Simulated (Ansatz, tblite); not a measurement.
# The cluster RbF2−: charged states by level of theory

One table from this session's results is given with a row withheld; the runs are named, their logs left out.

Program: Ansatz 0.2.0, Gaussian basis. Level of theory: as each input shows. These are calculated values, not measurements.

Plan: charge 0 doublet, at the geometry of the singlet (PBE0-D4/def2-TZVPD, PBE-D4/def2-TZVPD, r2SCAN-D4/def2-TZVPD, CCSD(T)/def2-TZVPPD); the starting singlet's energies come from earlier runs.

### The geometry

The singlet was relaxed beforehand with r2SCAN-D4/def2-TZVPD. At that level it is the lowest of the isomers that a small search found.

3 atoms, charge -1, spin multiplicity 1.

Atoms are counted from 1 here; the program's logs count them from 0.

Bond lengths: Rb1–F2 2.556 Å, Rb1–F3 2.556 Å. Angles: F2–Rb1–F3 179.9°.

Rb takes a core potential in the def2 sets. No spin-orbit coupling is included. The ion is computed in the gas phase, without counter-ions or solvent.

Set-up of the first run:

in.yaml reads:

```yaml
crystal:
  periodic: [false, false, false]
  atoms:
    - {symbol: Rb, position_ang: [-0.000696, 0.000355, -0.000923]}
    - {symbol: F, position_ang: [-1.562412, -1.982912, 0.398373]}
    - {symbol: F, position_ang: [1.563118, 1.982567, -0.397460]}
basis:
  gaussian: {orbitals: def2-TZVPD}
magnetization: {spin_polarized: true, initial_magnetization: 1}
hamiltonian: {xc: pbe0, dispersion: d4}
output: {orbitals: {seedname: orbitals}}
```

Run with:

```bash
$ ansatz run in.yaml --threads 4 --pin off --events-out ev --progress --plain --max-ram 3916MiB
```

Steps of the session up to this table: Charge 0 doublet at the fixed geometry, PBE0-D4/def2-TZVPD; Charge 0 doublet at the fixed geometry, PBE-D4/def2-TZVPD; Charge 0 doublet at the fixed geometry, r2SCAN-D4/def2-TZVPD; Charge 0 doublet at the fixed geometry, CCSD(T)/def2-TZVPPD.

One table of the session follows, with a row left open; its other results are not shown here.

It belongs to the step «Vertical ionisation energy». 

| method | vertical ionisation energy (eV) |
| --- | --- |
| HF/def2-TZVPPD | 3.53 |
| PBE-D4/def2-TZVPD | 3.80 |
| r2SCAN-D4/def2-TZVPD | 3.85 |
| PBE0-D4/def2-TZVPD | 4.31 |
| MP2/def2-TZVPPD | 5.81 |
| CCSD/def2-TZVPPD | 5.32 |
| CCSD(T)/def2-TZVPPD | ? |

Q: Estimate the row for CCSD(T)/def2-TZVPPD from the others.

As computed: vertical ionisation energy (eV): 5.40. In the column «vertical ionisation energy (eV)» it lies between CCSD/def2-TZVPPD (5.32) and MP2/def2-TZVPPD (5.81).
